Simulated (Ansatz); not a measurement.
Gas-phase reaction in SMILES: F (HF) -> F atom + H atom (the F-H bond breaks)

Property: bond dissociation energy (enthalpy at 298 K), in kcal/mol. Terms: 6-311+G** with 5d; UHF or UKS for open shells; LANL2DZ all-electron up to Ne; frozen cores in correlated levels; non-relativistic; six Cartesian d functions in 6-31G* and its kin unless marked 5d; spin-orbit terms left out. Basis-set limits of correlation are two-point, X^-3; Hartree-Fock from the larger set (for Q and 5 zeta extrapolated as (X+1)exp(-9√X)). First-principles rows: single points at B3LYP-D3(BJ) geometries (Ansatz, a program for electronic structure), with unscaled harmonic terms from B3LYP/6-31G* at its own minima.

Measured values: Active Thermochemical Tables 1.112 (ions: stationary electron), as tabulated in the package chemicals; they hold spin-orbit and core effects, anharmonicity. 

Value to compare with, the measured value: 136.3 kcal/mol.

| level | program | bond dissociation energy (enthalpy at 298 K) (kcal/mol) | error |
|---|---|---|---|
| PBE/STO-3G | Ansatz | 113.3 | -23.0 |
| PBE/3-21G | Ansatz | 112.3 | -24.0 |
| PBE/LANL2DZ | Ansatz | 121.5 | -14.8 |
| PBE/6-31G* | Ansatz | 126.2 | -10.1 |
| PBE/def2-SVP | Ansatz | 130.5 | -5.8 |
| PBE/6-311+G** | Ansatz | 135.8 | -0.5 |
| PBE/def2-TZVPD | Ansatz | 136.5 | 0.2 |
| CCSD(T)/CBS(cc-pVQZ,cc-pV5Z) | Ansatz | 136.9 | 0.6 |

0 of the 6 habitual levels lie above the measured value; their mean absolute error is 13.0 kcal/mol, the median 12.4.

The sets are all those run for this method; runs whose electronic state is in doubt are left out.
